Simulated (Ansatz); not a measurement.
Diamond-structure Ge, treated with r²SCAN (Ansatz, an electronic-structure program, PAW).

Settings: plane-wave cutoff 560 eV, 10×10×10 k mesh, Fermi–Dirac smearing 0.01 eV, scalar-relativistic PAW data made under PBE.

The cell has the measured lattice: a = b = c = 5.6580 Å, α = β = γ = 90.00°.

What does this level give for the band gap and width of the whole s-p valence band?


band gap: 0.44 eV (direct)
width of the whole s-p valence band: 13.30 eV

Measured, for comparison: band gap 0.79 eV (measured zero-point renormalisation of 52 meV added back here; inputs from Miglio et al. (2020), arXiv:2011.12765).

Note: cell and atoms aren't relaxed at this level (pressure 0.6 GPa).

Spin–orbit coupling is not included.

Static lattice: no zero-point or thermal effects.

The result took roughly 11 core-seconds.
